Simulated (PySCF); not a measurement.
Species: CH6Si.
Numbering: `[CH3:1][SiH3:2]` (hydrogens: H3, H4, H5 on C1; H6, H7, H8 on Si2)

The same species was optimised twice, with GFN2-xTB and with PBE0-D3(BJ)/def2-SVP (PySCF), and the same property calculations (PySCF, gas phase) were run on both structures.

| coordinate | GFN2-xTB | PBE0-D3(BJ)/def2-SVP | change |
| --- | --- | --- | --- |
| Si2–H8 (Å) | 1.465 | 1.496 | +0.031 |
| Si2–H7 (Å) | 1.465 | 1.496 | +0.031 |
| Si2–H6 (Å) | 1.465 | 1.496 | +0.031 |
| C1–Si2 (Å) | 1.896 | 1.879 | -0.017 |
| C1–H4 (Å) | 1.087 | 1.101 | +0.014 |
| C1–H5 (Å) | 1.087 | 1.101 | +0.014 |
| C1–H3 (Å) | 1.087 | 1.101 | +0.014 |
| C1–Si2–H6 (°) | 109.5 | 110.9 | +1.4 |
| H7–Si2–H8 (°) | 109.4 | 108.2 | -1.2 |
| H6–Si2–H8 (°) | 109.4 | 108.2 | -1.2 |
| H6–Si2–H7 (°) | 109.4 | 108.2 | -1.2 |
| C1–Si2–H7 (°) | 109.6 | 110.7 | +1.1 |
| C1–Si2–H8 (°) | 109.5 | 110.6 | +1.1 |
| Si2–C1–H4 (°) | 111.3 | 110.6 | -0.7 |
| H3–C1–H4 (°) | 107.6 | 108.1 | +0.5 |

Rotational constants: A = 57027, B = 10783, C = 10783 MHz (GFN2-xTB) against A = 55425, B = 10853, C = 10853 MHz (PBE0-D3(BJ)/def2-SVP). Point groups within 0.08 Å: C3v and C3v. Atoms that the bonding makes alike are paired by their places after alignment.

On the GFN2-xTB structure: HOMO (eV) -9.18 [PBE0/pcSseg-1]; LUMO (eV) 0.94 [PBE0/pcSseg-1]; dipole (D) 0.56 [PBE0/pcSseg-1]; GIAO shielding of C1 (ppm) 197.1 [PBE0/pcSseg-1]; GIAO shielding of Si2 (ppm) 425.6 [PBE0/pcSseg-1].

Problem. What do these properties become on the PBE0-D3(BJ)/def2-SVP structure?

Solution. 
```tsv
property	level	on GFN2-xTB	on PBE0-D3(BJ)/def2-SVP	change
HOMO (eV)	PBE0/pcSseg-1	-9.18	-9.28	-0.10
LUMO (eV)	PBE0/pcSseg-1	0.94	0.94	0.00
dipole (D)	PBE0/pcSseg-1	0.56	0.75	+0.19
energy, GFN2-xTB geometry as zero (kcal/mol)	PBE0/pcSseg-1	0.0	-0.6	-0.6
GIAO shielding of C1 (ppm)	PBE0/pcSseg-1	197.1	194.6	-2.5
GIAO shielding of Si2 (ppm)	PBE0/pcSseg-1	425.6	421.1	-4.5
```

The heavy atoms differ by 0.008 Å rms after alignment. Among all bonds Si2–H6, Si2–H7 and Si2–H8 change most and about equally (+0.031 Å). Changes are differences of the printed values. Neither structure is proved a minimum here.
